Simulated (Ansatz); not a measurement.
Ansatz (a program for electronic structure) input (PBE/def2-TZVPD):

Ansatz 0.2 input:
```yaml
crystal:
  periodic: [false, false, false]
  atoms:
    - {symbol: F, position_ang: [0.03923562, 1.10057360, -0.27954166]}
    - {symbol: O, position_ang: [-0.01962367, 0.00815420, 0.59730772]}
    - {symbol: F, position_ang: [-0.02179237, -1.10782178, -0.25139853]}
basis:
  gaussian:
    orbitals: def2-TZVPD
hamiltonian:
  xc: {name: PBE}
output: {forces: true}
```

End of the output:

```
integrals: 0.03 GiB planned
578 factors; their error is unknown
mean field: 0.27 GiB planned
mean field evaluation 1: about -7470.1498 eV, gradient 2.4e1 eV
mean field evaluation 2: about -7469.2467 eV, gradient 3.5e1 eV
mean field evaluation 4: about -7470.8277 eV, gradient 2.0e0 eV
mean field evaluation 8: about -7470.8231 eV, gradient 3.6e-2 eV
mean field evaluation 16: about -7470.8231 eV, gradient 4.0e-6 eV
mean field -7470.82314157 eV, -274.5476865469 hartree, gradient 3.8e-6 eV, S^2 0.000000; 0 other end points of the search recorded, 0 dependent functions left out
the calculation of the forces begins
reference -7470.82319272 eV, -274.5476884264 hartree; 13, 13 occupied and 107, 107 virtual orbitals, 578 factors
Total energy: -7470.82319272 eV, -274.5476884264 hartree
Atom 0 at     0.039236     1.100574    -0.279542 Å, force     0.025309     0.549029    -0.312080 eV/Å
Atom 1 at    -0.019624     0.008154     0.597308 Å, force    -0.020043     0.008328     0.610061 eV/Å
Atom 2 at    -0.021792    -1.107822    -0.251399 Å, force    -0.005266    -0.557357    -0.297981 eV/Å
Dipole moment:    -0.001816     0.000754     0.055263 e Å
```
